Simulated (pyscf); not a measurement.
Elementary routes open to H₃C–O–SiH₃ + silanol (HO–SiH₃) in the gas phase (singlet surface):
A. HO–SiH₂–CH₂–O–SiH₃ + hydrogen (H₂) (C–H, H–Si broken; C–Si, H–H formed)
B. methane (CH₄) + HO–SiH₂–O–SiH₃ (C–O, H–Si broken; C–H, O–Si formed)

Optimised with ωB97X-D3(BJ)/def2-SVP in PySCF.

**Question.** Rank the routes by free-energy barrier at 298 K, lowest first, for ωB97M-D3(BJ)/def2-TZVP energies (ideal gas, 1 atm, RRHO with modes under 100 cm⁻¹ raised to 100, one conformer, R ln 2 for chiral ones without a mode under 150 cm⁻¹).

**Answer.** B (73.8 kcal/mol), A (82.0 kcal/mol)

Route B is the fastest of these, ahead of the next by 8.2 kcal/mol. The most stable products are those of B (ΔG = -52.5 kcal/mol), so kinetics and thermodynamics agree. At 1200 K B is still the fastest. B: On the reactant side the descent ends in a complex (not fully relaxed), 4.4 kcal/mol under the separated species and 67.2 kcal/mol under the saddle at ωB97X-D3(BJ)/def2-TZVP. Only these routes are compared; each barrier is that of the saddle found, and lower ones may exist.
